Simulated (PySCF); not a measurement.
Gas-phase reaction: 2 Al(CH3)2Cl → 2 AlH + 2 Cl + C4H10 (isobutane)

Energies from PySCF, thermal terms from the rigid-rotor harmonic-oscillator model, ideal gas at 1 bar. † marks an energy on the PBE0/def2-TZVP geometry and frequencies; other levels use their own. CCSD(T) freezes the core. 6-31G* has spherical d functions here. Open shells (unrestricted): Cl (multiplicity 2); the rest are closed-shell singlets. Spin-orbit splitting is ignored; it lowers the true energy and changes the entropy of Cl. B3LYP is the form with VWN-RPA correlation. Al(CH3)2Cl: computed as isolated molecules; such fragments, hydroxides, amides, oligomers or adducts are transient or little studied in the gas. CCSD(T) isn't extrapolated to the basis-set limit.

HF/def2-TZVP† gives ΔH°(298 K) = 918 kJ.

Q: What do ωB97M-V/def2-TZVP†, B3LYP/6-31G*, CCSD(T)/def2-SVP† give?

A: ωB97M-V/def2-TZVP†: 1120 kJ; B3LYP/6-31G*: 1026 kJ; CCSD(T)/def2-SVP†: 996 kJ. For scale, ΔH°(298 K) is 918 kJ at this level, 1120 kJ at ωB97M-V/def2-TZVP†, and runs from 875 to 1229 kJ over the 17 levels computed.
